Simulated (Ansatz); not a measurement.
Ansatz (a program for electronic structure) input:

Ansatz 0.2 input:
```yaml
crystal:
  periodic: [false, false, false]
  atoms:
    - {symbol: C, position_ang: [1.32056975, 0.24404560, 0.00357452]}
    - {symbol: C, position_ang: [0.02503662, 0.39748417, -0.00625528]}
    - {symbol: H, position_ang: [1.77580417, -0.75008802, 0.02216143]}
    - {symbol: H, position_ang: [2.00843188, 1.08316633, -0.00602326]}
    - {symbol: C, position_ang: [-1.20712725, -0.39301893, -0.00053230]}
    - {symbol: H, position_ang: [-0.98200093, -1.46922903, 0.01806834]}
    - {symbol: H, position_ang: [-1.82155905, -0.16328037, 0.87335447]}
    - {symbol: H, position_ang: [-1.81155081, -0.19163398, -0.88828261]}
basis:
  gaussian:
    orbitals: def2-TZVPD
hamiltonian:
  xc: {name: r2SCANh}
magnetization: {spin_polarized: true, initial_magnetization: 1}
output: {forces: true}
```

Which total energy does the run end on?

-117.19184 Eh (r2SCANh/def2-TZVPD). The basis has 156 functions.

It need not be the lowest isomer of its formula.
